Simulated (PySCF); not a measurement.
PySCF job for ethanol (C2H6O), SMILES CCO, B3LYP-D3(BJ)/def2-TZVP. Geometry: B3LYP-D3(BJ)/def2-TZVP. Other conformers were not sampled.

```python
import numpy as np
from pyscf import gto, scf, dft, df
from pyscf.hessian import thermo

mol = gto.M(
    atom='''
    C    -1.20255991    0.14117739    0.24621325
    C     0.06880623   -0.43146337   -0.35703581
    O     1.23248893    0.30792346    0.00268043
    H    -2.07722294   -0.42030181   -0.09077428
    H    -1.32768327    1.18561938   -0.04325659
    H    -1.17600613    0.08948427    1.33832026
    H     0.18076553   -1.48658090   -0.07694548
    H     0.02635984   -0.38707721   -1.44618126
    H     1.31639749    0.29718442    0.96232922
    ''',
    basis='def2-TZVP',
    charge=0,
    spin=0,
    max_memory=1600,
    verbose=3,
)
mf = dft.RKS(mol, xc='b3lyp').density_fit(auxbasis='def2-universal-jkfit')
mf.disp = 'd3bj'
mf.grids.level = 3
mf.conv_tol = 1e-11
mf.max_cycle = 100
mf.kernel()

# [left out here: the lines that compute and print the analytic Hessian (its translational invariance restored by hand, since the grid's response is missing), thermochemistry and intensities]
```

Program output:

```
converged SCF energy = -155.116736691085

WARN: DFTD3 does not support analytical Hessian, using finite difference


WARN: Mole.unit (angstrom) is changed to Bohr

Mode                                 0                   1                   2
Irrep
Freq [cm^-1]                      265.1114            286.9214            424.2515
Reduced mass [au]                   1.0721              1.1258              2.7204
Force const [Dyne/A]                0.0444              0.0546              0.2885
Char temp [K]                     381.4362            412.8160            610.4035
Normal mode                   x     y     z       x     y     z       x     y     z
       0   C                -0.01  0.00 -0.01   -0.03  0.00 -0.02   -0.12 -0.02  0.00
       1   C                -0.01  0.04 -0.04    0.00 -0.01  0.06   -0.01  0.10  0.06
       2   O                 0.00 -0.01  0.04   -0.01  0.05 -0.02    0.13 -0.05 -0.04
       3   H                 0.05 -0.34  0.41   -0.02  0.07 -0.18    0.05 -0.20 -0.15
       4   H                -0.32 -0.14 -0.37    0.06  0.03  0.03   -0.32 -0.05  0.01
       5   H                 0.25  0.43  0.01   -0.17 -0.07 -0.02   -0.28 -0.07  0.00
       6   H                -0.02  0.02 -0.12    0.04  0.01  0.13   -0.06  0.08  0.04
       7   H                 0.01  0.12 -0.04    0.00 -0.10  0.05   -0.04  0.10  0.06
       8   H                 0.13 -0.32  0.02    0.56 -0.68 -0.08    0.10  0.17 -0.04
Mode                                 3                   4                   5
Irrep
Freq [cm^-1]                      810.3664            886.2192           1061.7333
Reduced mass [au]                   1.0848              2.3028              1.9217
Force const [Dyne/A]                0.4197              1.0656              1.2763
Char temp [K]                    1165.9368           1275.0721           1527.5978
Normal mode                   x     y     z       x     y     z       x     y     z
       0   C                 0.01 -0.03  0.03   -0.14 -0.01  0.02   -0.04  0.07  0.10
       1   C                 0.01 -0.04  0.05    0.01 -0.09 -0.07    0.14 -0.02 -0.07
       2   O                -0.01  0.01 -0.01    0.10  0.05  0.02   -0.04 -0.02 -0.01
       3   H                -0.01  0.10 -0.15   -0.41  0.27  0.25    0.12 -0.06 -0.13
       4   H                 0.30 -0.09 -0.33    0.12  0.03  0.04   -0.22  0.02 -0.02
       5   H                -0.33  0.30  0.05    0.09  0.09  0.02   -0.37  0.10  0.10
       6   H                 0.17 -0.14 -0.42    0.14 -0.06 -0.05    0.21  0.01  0.04
       7   H                -0.23  0.42  0.08    0.11 -0.06 -0.07   -0.02 -0.17 -0.08
       8   H                 0.06  0.10 -0.02    0.01  0.01  0.03   -0.33 -0.22  0.01
Mode                                 6                   7                   8
Irrep
Freq [cm^-1]                     1070.9387           1137.2700           1282.0141
Reduced mass [au]                   2.1521              1.7215              1.2985
Force const [Dyne/A]                1.4543              1.3119              1.2574
Char temp [K]                    1540.8424           1636.2783           1844.5329
Normal mode                   x     y     z       x     y     z       x     y     z
       0   C                 0.06 -0.02  0.02    0.01  0.10  0.00    0.01 -0.04  0.09
       1   C                -0.14 -0.03 -0.05   -0.02 -0.15 -0.01   -0.03  0.03 -0.09
       2   O                 0.10  0.06  0.03    0.02  0.05  0.01   -0.02 -0.00  0.02
       3   H                 0.16 -0.06 -0.16    0.20 -0.20 -0.03    0.04  0.07 -0.17
       4   H                 0.05 -0.07 -0.14   -0.36  0.08  0.12    0.12 -0.11 -0.21
       5   H                -0.15  0.03  0.02   -0.06 -0.17 -0.01   -0.21  0.17  0.10
       6   H                -0.06  0.04  0.14   -0.26 -0.24 -0.25   -0.36  0.04  0.11
       7   H                -0.34 -0.20 -0.05    0.09  0.15  0.00    0.48 -0.14 -0.12
       8   H                -0.30 -0.20  0.07    0.20  0.14  0.00    0.32  0.22 -0.02
Mode                                 9                  10                  11
Irrep
Freq [cm^-1]                     1370.9859           1405.1922           1420.4688
Reduced mass [au]                   1.1983              1.2082              1.2799
Force const [Dyne/A]                1.3271              1.4056              1.5216
Char temp [K]                    1972.5434           2021.7586           2043.7383
Normal mode                   x     y     z       x     y     z       x     y     z
       0   C                 0.00  0.04  0.01    0.09 -0.05 -0.04   -0.08  0.01  0.01
       1   C                -0.07 -0.00 -0.06    0.03  0.01 -0.03    0.10 -0.00 -0.05
       2   O                -0.02 -0.04  0.04   -0.01 -0.00  0.02   -0.01  0.00  0.03
       3   H                 0.09 -0.04 -0.09   -0.27  0.35  0.21    0.10 -0.14 -0.17
       4   H                -0.09  0.00 -0.07   -0.41 -0.03  0.20    0.23  0.03 -0.04
       5   H                 0.05 -0.11 -0.01   -0.35  0.18 -0.01    0.28  0.01  0.00
       6   H                 0.68  0.11  0.02   -0.13  0.01  0.05   -0.35 -0.02  0.08
       7   H                -0.14 -0.16 -0.07   -0.36 -0.08 -0.02   -0.60 -0.10 -0.03
       8   H                 0.41  0.27 -0.00    0.19  0.12  0.00    0.22  0.15  0.01
Mode                                12                  13                  14
Irrep
Freq [cm^-1]                     1488.8362           1493.5478           1518.9046
Reduced mass [au]                   1.0449              1.0445              1.0895
Force const [Dyne/A]                1.3646              1.3728              1.4809
Char temp [K]                    2142.1038           2148.8828           2185.3655
Normal mode                   x     y     z       x     y     z       x     y     z
       0   C                 0.00  0.03 -0.04    0.02  0.03  0.03    0.00  0.01  0.01
       1   C                 0.00  0.02 -0.02    0.03 -0.01 -0.01    0.01  0.06  0.05
       2   O                -0.00 -0.00  0.01   -0.00 -0.00 -0.00    0.00  0.01  0.00
       3   H                 0.05 -0.40  0.55   -0.16  0.18  0.18   -0.07  0.10  0.06
       4   H                 0.43  0.10  0.11   -0.09 -0.15 -0.56   -0.04 -0.07 -0.25
       5   H                -0.49 -0.15 -0.02   -0.04 -0.58 -0.01    0.02 -0.25 -0.01
       6   H                -0.02  0.03  0.01   -0.07  0.07  0.28   -0.08 -0.15 -0.59
       7   H                -0.02 -0.07 -0.03   -0.08  0.28  0.01   -0.02 -0.61  0.01
       8   H                 0.08  0.05 -0.00   -0.01 -0.02 -0.00   -0.02 -0.01  0.00
Mode                                15                  16                  17
Irrep
Freq [cm^-1]                     2987.3976           3022.8149           3067.5405
Reduced mass [au]                   1.0723              1.0371              1.0927
Force const [Dyne/A]                5.6384              5.5836              6.0581
Char temp [K]                    4298.2000           4349.1577           4413.5079
Normal mode                   x     y     z       x     y     z       x     y     z
       0   C                -0.00 -0.01  0.00   -0.04  0.01  0.03    0.03 -0.01  0.05
       1   C                -0.01  0.07 -0.01    0.00 -0.00 -0.00   -0.00  0.01 -0.06
       2   O                 0.00  0.00  0.00   -0.00 -0.00  0.00   -0.00 -0.00  0.00
       3   H                 0.05  0.04  0.03    0.41  0.27  0.17   -0.32 -0.22 -0.12
       4   H                -0.01  0.05 -0.02    0.04 -0.43  0.13   -0.02  0.26 -0.06
       5   H                -0.00  0.00 -0.06   -0.03  0.04 -0.69   -0.01  0.02 -0.41
       6   H                 0.11 -0.90  0.26   -0.01  0.04 -0.01    0.01 -0.10  0.02
       7   H                -0.01  0.03 -0.17    0.00 -0.00  0.06    0.03 -0.04  0.70
       8   H                 0.00 -0.00  0.00   -0.00  0.00 -0.00    0.00  0.00 -0.01
Mode                                18                  19                  20
Irrep
Freq [cm^-1]                     3088.8754           3103.3268           3794.5030
Reduced mass [au]                   1.0976              1.1026              1.0663
Force const [Dyne/A]                6.1702              6.2562              9.0455
Char temp [K]                    4444.2040           4464.9964           5459.4450
Normal mode                   x     y     z       x     y     z       x     y     z
       0   C                -0.04 -0.03 -0.05   -0.02 -0.08  0.03   -0.00 -0.00 -0.00
       1   C                -0.00  0.01 -0.05    0.00 -0.01  0.02   -0.00 -0.00  0.00
       2   O                -0.00 -0.00  0.00    0.00  0.00 -0.00    0.01  0.00  0.06
       3   H                 0.47  0.30  0.18    0.30  0.18  0.12   -0.00 -0.00 -0.00
       4   H                -0.01  0.04 -0.02   -0.09  0.76 -0.22    0.00  0.00  0.00
       5   H                 0.01 -0.03  0.45   -0.01 -0.00 -0.24    0.00 -0.00  0.00
       6   H                 0.01 -0.08  0.02   -0.02  0.12 -0.03   -0.00 -0.00 -0.00
       7   H                 0.02 -0.03  0.58   -0.01  0.01 -0.22    0.00  0.00 -0.02
       8   H                 0.01  0.00 -0.01   -0.00 -0.00  0.00   -0.10  0.00 -0.96
temperature 298.1500 [K]
pressure 101325.00 [Pa]
Rotational constants [GHz] 34.46028 9.18553 8.11051
Symmetry number 1
Zero-point energy (ZPE) 0.07971 [Eh]   209270.046 [J/mol]
                           tot       elec      trans        rot        vib
Entropy [J/mol/K]       269.536      0.000    156.514     93.525     19.497
Cv [J/mol/K]             56.646      0.000     12.472     12.472     31.703
Cp [J/mol/K]             64.960      0.000     20.786     12.472     31.703
Internal energy [J/mol]                      3718.434   3718.434 213074.276
Internal energy [Eh]   -155.03275  -155.11674
Enthalpy [J/mol]                             6197.391   3718.434 213074.276
Enthalpy [Eh]          -155.03180
Gibbs free energy [J/mol]                  -40467.301 -24166.175 207261.376
Gibbs free energy [Eh] -155.06241
mode   freq/cm-1   IR/(km/mol)
   1      265.11        10.013
   2      286.92       109.867
   3      424.25        13.483
   4      810.37         2.681
   5      886.22        12.711
   6     1061.73         3.660
   7     1070.94       124.104
   8     1137.27         4.301
   9     1282.01        11.412
  10     1370.99         3.360
  11     1405.19         5.688
  12     1420.47        40.983
  13     1488.84         7.276
  14     1493.55         1.974
  15     1518.90         1.024
  16     2987.40        65.304
  17     3022.81        16.905
  18     3067.54         4.462
  19     3088.88        54.024
  20     3103.33        35.243
  21     3794.50        18.512
max |gradient| / (hartree/bohr): 5.3495541663231706e-05
APT charges: [ 0.0166  0.5327 -0.607  -0.016  -0.0127 -0.0294 -0.0848 -0.0373  0.2379]
```

The calculation finished and met its thresholds.

Cost: around 100 core-seconds (rough).
